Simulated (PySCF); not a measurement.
Gas-phase reaction: BF(OH)₂ + BH₂F + 3 F₂ + B₂O₂ ⇌ 4 BF₂OH

Method: PySCF energies plus ideal-gas RRHO corrections (1 bar). † marks an energy on the PBE0/def2-TZVP geometry and frequencies; other levels use their own. MP2 and CCSD(T) freeze the core. 6-31G* has spherical d functions here. All species are closed-shell singlets. B3LYP is the form with VWN-RPA correlation. BF(OH)₂, BH₂F, BF₂OH: computed as isolated molecules; such fragments, hydroxides, amides, oligomers or adducts are transient or little studied in the gas. MP2 isn't extrapolated to the basis-set limit; its ΔH°(298 K) is -2626.0 kJ in def2-SVP and -2637.4 kJ in def2-TZVPP. CCSD(T) isn't extrapolated to the basis-set limit; its ΔH°(298 K) is -2533.4 kJ in def2-SVP and -2553.5 kJ in def2-TZVPP. The harmonic model lacks anharmonicity and excited electronic states, which grow with temperature; levels with a mode under 35 cm⁻¹ are left out. Internal rotation in BF(OH)₂, BF₂OH is treated as a harmonic vibration of one conformer, which makes the entropy rough. Warning, large T1 diagnostic: B₂O₂ (CCSD(T)/def2-SVP†, CCSD(T)/def2-TZVPP†).

| level | ΔE electronic, kJ | ΔH°(298 K), kJ | ΔS°(298 K), J/K | ΔG°(2500 K), kJ |
|---|---|---|---|---|
| B3LYP/6-31G* | -2500 | -2466 | -263 | -1808 |
| BLYP/def2-TZVP† | -2410 | -2375 | -262 | -1720 |
| CCSD(T)/def2-SVP† | -2568 | -2533 | -262 | -1878 |
| CCSD(T)/def2-TZVPP† | -2588 | -2553 | -262 | -1898 |
| HF/def2-TZVP† | -2798 | -2764 | -262 | -2108 |
| MP2/def2-SVP† | -2661 | -2626 | -262 | -1970 |
| MP2/def2-TZVPP† | -2672 | -2637 | -262 | -1982 |
| PBE/def2-SVP | -2500 | -2466 | -262 | -1809 |
| PBE0/def2-SVP† | -2634 | -2600 | -262 | -1944 |
| PBE0/def2-TZVP | -2596 | -2562 | -262 | -1906 |
| LDA/def2-TZVP† | -2657 | -2622 | -262 | -1966 |
ΔH° is lowest at HF/def2-TZVP† and highest at BLYP/def2-TZVP†. No reference value is set beside these.
